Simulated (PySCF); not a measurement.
PySCF input (PBE/aug-pcseg-2):

```python
import numpy as np, basis_set_exchange as bse
from pyscf import gto, scf, dft, df
from pyscf.prop.polarizability import rks as pol

basis = {'H': gto.basis.parse(bse.get_basis('aug-pcseg-2', elements=['H'], fmt='nwchem')), 'Si': gto.basis.parse(bse.get_basis('aug-pcseg-2', elements=['Si'], fmt='nwchem'))}
mol = gto.M(
    atom='''
    Si    0.00522298    0.00088878    0.13274662
    H    -0.03423424    1.08488138   -0.93662313
    H    -0.03888754   -1.09732424   -0.92182957
    ''',
    basis=basis,
    charge=0,
    verbose=4,
    max_memory=1839,
)
mf = dft.RKS(mol, xc='pbe')
mf.grids.level = 3
mf = mf.density_fit(auxbasis=df.autoaux(mol))
mf.conv_tol = 1e-9
mf.max_cycle = 100
print('smallest overlap eigenvalue', np.linalg.eigvalsh(mol.intor('int1e_ovlp'))[0])
mf.kernel()
dip = mf.dip_moment()
p = pol.Polarizability(mf)
p.max_cycle_cphf = 60
alpha = p.polarizability()
print('polarisability/bohr^3', alpha.trace() / 3)
```

Output:

```
PySCF version 2.14.0

[INPUT] verbose = 4
[INPUT] num. atoms = 3
[INPUT] num. electrons = 16
[INPUT] charge = 0
[INPUT] spin (= nelec alpha-beta = 2S) = 0
[INPUT] symmetry False subgroup None
[INPUT] Mole.unit = angstrom
[INPUT] Symbol           X                Y                Z      unit          X                Y                Z       unit  Magmom
[INPUT]  1 Si     0.005222980000   0.000888780000   0.132746620000 AA    0.009870001754   0.001679550785   0.250854755762 Bohr   0.0
[INPUT]  2 H     -0.034234240000   1.084881380000  -0.936623130000 AA   -0.064693337683   2.050128685840  -1.769961197633 Bohr   0.0
[INPUT]  3 H     -0.038887540000  -1.097324240000  -0.921829570000 AA   -0.073486800258  -2.073642283447  -1.742005420826 Bohr   0.0

nuclear repulsion = 9.96999111410068
number of shells = 34
number of NR pGTOs = 133
number of NR cGTOs = 96
basis = {'H': [[0, [75.4732, 0.00427821], [11.3575, 0.0328672], [2.60081, 0.159578], [0.735503, 0.5]], [0, [0.231761, 1.0]], [0, [0.0741675, 1.0]], [0, [0.022307, 1.0]], [1, [1.6, 1.0]], [1, [0.45, 1.0]], [1, [0.066921, 1.0]], [2, [1.25, 1.0]], [2, [0.089229, 1.0]]], 'Si': [[0, [99613.3, 0.000235546], [14931.1, 0.00182707], [3398.2, 0.00951425], [962.14, 0.0388172], [313.43, 0.127328], [112.683, 0.313522], [43.3372, 0.5], [17.0029, 0.340347]], [0, [88.4208, -0.0404451], [26.6756, -0.178059], [4.7964, 0.5]], [0, [2.39385, 0.5], [1.08333, 0.338016]], [0, [0.25242, 1.0]], [0, [0.089121, 1.0]], [0, [0.02939, 1.0]], [1, [709.901, 0.00123028], [168.426, 0.0101366], [53.9946, 0.051184], [19.8646, 0.169967], [8.01369, 0.370717], [3.3187, 0.5], [1.36112, 0.344128]], [1, [6.22158, -0.0166609], [0.503049, 0.5]], [1, [0.179848, 1.0]], [1, [0.0591912, 1.0]], [1, [0.018278, 1.0]], [2, [1.68, 1.0]], [2, [0.38, 1.0]], [2, [0.054833, 1.0]], [3, [0.54, 1.0]], [3, [0.073111, 1.0]]]}
ecp = {}
ETB for Si: l = 0, exps = 0.036556 * 1.8^n , n = 0..19
ETB for Si: l = 1, exps = 0.036556 * 1.8^n , n = 0..16
ETB for Si: l = 2, exps = 0.036556 * 1.8^n , n = 0..15
ETB for Si: l = 3, exps = 0.073111 * 2.2^n , n = 0..9
ETB for Si: l = 4, exps = 0.091389 * 2.2^n , n = 0..5
ETB for H: l = 0, exps = 0.044614 * 1.8^n , n = 0..13
ETB for H: l = 1, exps = 0.089228 * 2^n , n = 0..6
ETB for H: l = 2, exps = 0.111536 * 2.2^n , n = 0..5
ETB for H: l = 3, exps = 0.15615 * 2.2^n , n = 0..4
smallest overlap eigenvalue 0.0003231355963185016

******** <class 'pyscf.df.df_jk.DFRKS'> ********
method = DFRKS
initial guess = minao
damping factor = 0
level_shift factor = 0
DIIS = <class 'pyscf.scf.diis.CDIIS'>
diis_start_cycle = 1
diis_space = 8
diis_damp = 0
SCF conv_tol = 1e-09
SCF conv_tol_grad = None
SCF max_cycles = 100
direct_scf = False
XC library pyscf.dft.libxc version 7.1.2
    S. Lehtola, C. Steigemann, M. J. T. Oliveira, and M. A. L. Marques,  SoftwareX 7, 1–5 (2018)
XC functionals = pbe
    J. P. Perdew, K. Burke, and M. Ernzerhof,  Phys. Rev. Lett. 77, 3865 (1996)
    J. P. Perdew, K. Burke, and M. Ernzerhof,  Phys. Rev. Lett. 78, 1396 (1997)
    J. P. Perdew, K. Burke, and M. Ernzerhof,  Phys. Rev. Lett. 77, 3865 (1996)
    J. P. Perdew, K. Burke, and M. Ernzerhof,  Phys. Rev. Lett. 78, 1396 (1997)
radial grids:
    Treutler-Ahlrichs [JCP 102, 346 (1995); DOI:10.1063/1.469408] (M4) radial grids

becke partition: Becke, JCP 88, 2547 (1988); DOI:10.1063/1.454033
pruning grids: <function nwchem_prune>
grids dens level: 3
symmetrized grids: False
atomic radii adjust function: <function treutler_atomic_radii_adjust>
small_rho_cutoff = 0
Set gradient conv threshold to 3.16228e-05
Initial guess from minao.
tot grids = 38800
init E= -290.312890185046
  HOMO = -0.22931993398643  LUMO = -0.14608663610187  gap/eV = 2.26489
cycle= 1 E= -290.458572710733  delta_E= -0.146  |g|= 0.172  |ddm|= 1.47
  HOMO = -0.214118910469754  LUMO = -0.152485113477747  gap/eV = 1.67714
cycle= 2 E= -290.461541087216  delta_E= -0.00297  |g|= 0.111  |ddm|= 0.453
  HOMO = -0.209819401847403  LUMO = -0.145598842142427  gap/eV = 1.74753
cycle= 3 E= -290.465552781716  delta_E= -0.00401  |g|= 0.0269  |ddm|= 0.313
  HOMO = -0.215121410233966  LUMO = -0.149151037376731  gap/eV = 1.79515
cycle= 4 E= -290.465888962566  delta_E= -0.000336  |g|= 0.000735  |ddm|= 0.0955
  HOMO = -0.214900071494434  LUMO = -0.14893626508931  gap/eV = 1.79497
cycle= 5 E= -290.465889063137  delta_E= -1.01e-07  |g|= 0.000176  |ddm|= 0.00197
  HOMO = -0.214906481481579  LUMO = -0.148948943340493  gap/eV = 1.79480
cycle= 6 E= -290.465889079197  delta_E= -1.61e-08  |g|= 4.17e-05  |ddm|= 0.000693
  HOMO = -0.214895025680001  LUMO = -0.14893812232809  gap/eV = 1.79478
cycle= 7 E= -290.465889079837  delta_E= -6.39e-10  |g|= 5.56e-06  |ddm|= 0.000105
  HOMO = -0.21489682946228  LUMO = -0.14894015442742  gap/eV = 1.79477
Extra cycle  E= -290.465889079842  delta_E= -4.83e-12  |g|= 4.61e-06  |ddm|= 2.06e-05
converged SCF energy = -290.465889079842
Dipole moment(X, Y, Z, Debye): -0.00659, -0.00112, -0.16790
Isotropic polarizability 37.4009399365
Polarizability anisotropy 8.52904927329
polarisability/bohr^3 37.40093993654674
```
